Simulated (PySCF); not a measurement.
From one molecule to another.

First species: CH8Si2.
InChI=1S/CH8Si2/c2-1-3/h1H2,2-3H3

Second species: Vinylidene fluoride, C2H2F2.
SMILES: `C=C(F)F`

Levels: B3LYP/def2-SVPD for dipole moment, HOMO energy, LUMO energy, HOMO–LUMO gap, static isotropic polarisability and electronic spatial extent ⟨r²⟩ about the centre of nuclear charge; TDDFT B3LYP/def2-SVPD for lowest singlet excitation; TDA B3LYP/def2-SVPD for lowest triplet excitation (Tamm–Dancoff); GFN2-xTB for rotational constant A and rotational constant C. Geometries: GFN2-xTB. Each species is one conformer at its optimised geometry, gas phase, non-relativistic unless stated; the electronic structure was computed with PySCF and density fitting.

Values for the first species:

| Item | Value |
| --- | --- |
| Dipole moment | 0.65 D |
| HOMO energy | -8.48 eV |
| LUMO energy | -0.06 eV |
| HOMO–LUMO gap | 8.42 eV |
| Lowest singlet excitation | 7.50 eV |
| Lowest triplet excitation (Tamm–Dancoff) | 7.13 eV |
| Static isotropic polarisability | 68.9 au |
| Electronic spatial extent ⟨r²⟩ about the centre of nuclear charge | 516 bohr² |
| Rotational constant A | 18.618 GHz |
| Rotational constant C | 2.649 GHz |

Question: Estimate the same properties for the second species, and the change in each.

Answer: 
```tsv
property	first	second	second less first
dipole moment	0.65 D	1.46 D	+0.81 D
HOMO energy	-8.48 eV	-7.75 eV	+0.73 eV
LUMO energy	-0.06 eV	-0.02 eV	+0.04 eV
HOMO–LUMO gap	8.42 eV	7.73 eV	-0.69 eV
lowest singlet excitation	7.50 eV	7.09 eV	-0.41 eV
lowest triplet excitation (Tamm–Dancoff)	7.13 eV	4.78 eV	-2.35 eV
static isotropic polarisability	68.9 au	27.7 au	-41.2 au
electronic spatial extent ⟨r²⟩ about the centre of nuclear charge	516 bohr²	229 bohr²	-287 bohr²
rotational constant A	18.618 GHz	10.950 GHz	-7.668 GHz
rotational constant C	2.649 GHz	5.339 GHz	+2.690 GHz
```

On the first: The principal polarisabilities are 61.2, 63.9 and 81.6 au; their mean is the isotropic value. The dipole matches unit charges of opposite sign 0.13 Å apart (1 e·Å = 4.8032 D).

On the second: The principal polarisabilities are 20.8, 26.5 and 35.9 au; their mean is the isotropic value. The vertical singlet–triplet gap S1 − T1 is 2.31 eV (TDDFT singlet less Tamm–Dancoff triplet; S1: HOMO→LUMO+1, weight 1.00; T1: HOMO→LUMO, weight 0.98).
